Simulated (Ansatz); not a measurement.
A made-up structure of CH₂Li (charge -1), closed shell:

Li1  (-1.607, 0.930, -0.622)
C2  (0.161, -0.089, 0.041)
H3  (0.282, -1.286, 0.135)
H4  (1.164, 0.445, 0.447)
(Å)

It is relaxed with PBE-D4/def2-SVPD and then PBE0-D4/def2-TZVPD (Ansatz 0.2.0). Atoms count as bonded within 1.22 times the sum of their covalent radii (H–H: 0.88 Å). The end point is not checked to be a true minimum.

Does its bonding change? (Judge from chemistry; the calculation decides.)

By the calculation: No: no bond forms or breaks.

Where it ends: The first stage lowers the energy by 0.38 eV in 6 steps. It ends as CH₂Li ([Li][CH2]), total charge -1:
```xyz
4
angstrom
Li -1.4514 0.8312 -0.5125
C 0.2027 -0.0815 -0.1200
H 0.2311 -1.1477 0.1768
H 1.0177 0.3980 0.4557
```

Labels in which every atom is bracketed show which atoms are joined, not bond orders.

For scale, one of the runs: PBE0-D4/def2-TZVPD relaxation, 72 basis functions, launched by `ansatz run in.yaml --threads 2 --pin off --events-out ev --progress --plain --max-ram 4352MiB`. Hardware: 2 CPU threads of an Arm Neoverse V2, shared host. Wall time about 4.5 s.
